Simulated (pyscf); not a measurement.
# Four-centre exchange: ammonia (NH₃) + H₂N–AlH₂ -> H₂N–AlH₂ + ammonia (NH₃)

Gas phase, singlet surface, charge 0. Bonds broken: N1–H8, Al2–N7. Bonds formed: N1–Al2, N7–H8. PySCF, gas phase, ωB97X-D3(BJ)/def2-SVP geometries. MP2 and CC: frozen core, UHF for open shells. ΔMP2 is the change of the MP2 total energy from the triple- to the quadruple-zeta basis.

Transition state (Å):

```xyz
10

N     -1.6676    -0.6196    -0.7728
Al    -1.0657     0.5764     0.6600
H     -1.8488    -1.6045    -0.5807
H     -2.3548    -0.3021    -1.4559
H     -0.8830    -0.2017     2.0398
H     -1.7465     2.0145     0.5541
N      0.5365     0.4471    -0.4633
H     -0.4122    -0.2896    -1.0089
H      0.8527     1.2509    -1.0053
H      1.3620    -0.0505    -0.1304
```

One imaginary mode, 1360i cm⁻¹; descent along it reached the two sides named, in the forms told below.

```tsv
bond	change	reactant side (Å)	saddle	product side
N1–H8	breaks	1.023	1.319	2.7
Al2–N7	breaks	1.820	1.961	2.089
N1–Al2	forms	2.090	1.961	1.820
N7–H8	forms	2.7	1.319	1.023
```

Electronic energies relative to the separated reactants (eV):

```
level                             barrier  reaction energy  reverse barrier
--------------------------------  -------  ---------------  ---------------
ωB97X-D3(BJ)/def2-TZVP              -0.42             0.00            -0.42
PBE/def2-TZVP                       -0.48             0.00            -0.48
r²SCAN/def2-TZVP                    -0.50             0.00            -0.50
B3LYP-D3(BJ)/def2-TZVP              -0.37             0.00            -0.37
PBE0-D3(BJ)/def2-TZVP               -0.51             0.00            -0.51
M06-2X/def2-TZVP                    -0.43             0.00            -0.43
ωB97M-D3(BJ)/def2-TZVP              -0.35             0.00            -0.35
HF/def2-TZVP                         0.19             0.00             0.19
MP2/def2-QZVPP                      -0.34             0.00            -0.34
CCSD/def2-TZVPP                     -0.22             0.00            -0.22
CCSD(T)/def2-TZVPP                  -0.30             0.00            -0.30
CCSD(T)/def2-TZVPP + ΔMP2(QZVPP)    -0.28             0.00            -0.28
```

With CCSD(T)/def2-TZVPP + ΔMP2(QZVPP) energies and thermal terms (ideal gas, 1 atm, RRHO with modes under 100 cm⁻¹ raised to 100, one conformer, R ln 2 for chiral ones without a mode under 150 cm⁻¹), in eV:

| T (K) | ΔH‡ | ΔG‡ | ΔH | ΔG |
|---|---|---|---|---|
| 298 | -0.33 | 0.16 | 0.00 | 0.00 |
| 600 | -0.33 | 0.66 | 0.00 | 0.00 |
| 900 | -0.30 | 1.14 | 0.00 | 0.00 |
| 1200 | -0.26 | 1.62 | 0.00 | 0.00 |

On the reactant side the descent ends in an adduct with a Al–N contact, 1.12 eV under the separated species and 0.70 eV under the saddle at ωB97X-D3(BJ)/def2-TZVP. On the product side the descent ends in an adduct with a Al–N contact, 1.12 eV under the separated species and 0.70 eV under the saddle at ωB97X-D3(BJ)/def2-TZVP. At ωB97X-D3(BJ)/def2-TZVP, PBE, r²SCAN, B3LYP-D3(BJ), PBE0-D3(BJ), M06-2X, ωB97M-D3(BJ)/def2-TZVP, MP2, CCSD, CCSD(T), CCSD(T) the saddle lies under the separated reactants, which points to a path from their complex (located at ωB97X-D3(BJ) alone). At ωB97X-D3(BJ)/def2-TZVP, PBE, r²SCAN, B3LYP-D3(BJ), PBE0-D3(BJ), M06-2X, ωB97M-D3(BJ)/def2-TZVP, MP2, CCSD, CCSD(T), CCSD(T) the saddle lies under the separated products, which points to a path from their complex (located at ωB97X-D3(BJ) alone). What is counted as formed (Al–N) is already present as a longer contact in the reactant adduct; forming that adduct is a step of its own. What is counted as broken (Al–N) persists as a longer contact in the product adduct; parting that adduct is a step of its own. This is the saddle that the search found; another between the same sides may lie lower. The CCSD(T) − MP2 part came from Ansatz, without density fitting, on the same reference.
